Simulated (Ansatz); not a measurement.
# AlNH (quartet): wave-function methods side by side, def2-TZVPP

The task here is to estimate one member of a computed series from the others.

Program: Ansatz 0.2.0, Gaussian basis. Level of theory: def2-TZVPP, core rule «outside noble gas», up to 6 orbitals frozen. These are calculated values, not measurements.

To be run: UHF; ROHF; CCSD(T) on UHF.

2 further runs of the same task are left out: 2 set aside as unsound or not needed.

### The geometry

The geometry is a PBE0/def2-TZVP stationary point (not a proven minimum) of the parent state, kept for this charge and spin.

3 atoms, charge 0, spin multiplicity 4.

Atoms are counted from 1 here; the program's logs count them from 0.

Bond lengths: Al1–N2 1.737 Å, N2–H3 1.016 Å. Angles: Al1–N2–H3 130.8°.

Geometry (Å):

```xyz
3
charge 0, multiplicity 4
Al    0.0000    0.0327    0.6365
N     0.0000   -0.1067   -1.0953
H     0.0000    0.6075   -1.8184
```

Set-up of the first run:

in.yaml

```yaml
crystal:
  periodic: [false, false, false]
  atoms:
    - {symbol: Al, position_ang: [0.000000, 0.032676, 0.636525]}
    - {symbol: N, position_ang: [0.000000, -0.106661, -1.095305]}
    - {symbol: H, position_ang: [0.000000, 0.607486, -1.818390]}
basis:
  gaussian: {orbitals: def2-TZVPP}
magnetization: {spin_polarized: true, initial_magnetization: 3}
hamiltonian: {xc: hf}
output: {orbitals: {seedname: orbitals}}
```

On the command line:

```sh
$ ansatz run in.yaml --threads 1 --pin off --events-out ev --progress --plain --max-ram 4096MiB --backend cpu
```

Steps of the session up to this table: UHF; ROHF; CCSD(T) on UHF.

One table of the session follows, with a row left open; its other results are not shown here.

It belongs to the step «Misses and costs». 

```
  method  from UCCSD(T) (kcal/mol)
    ROHF                   +145.37
     UHF                         ?
    UMP2                    +17.23
   UCCSD                     +5.13
UCCSD(T)                         0
```

Estimate the missing values for UHF.

As computed: from UCCSD(T) (kcal/mol): +141.88. In the column «from UCCSD(T) (kcal/mol)» it lies between UMP2 (+17.23) and ROHF (+145.37).
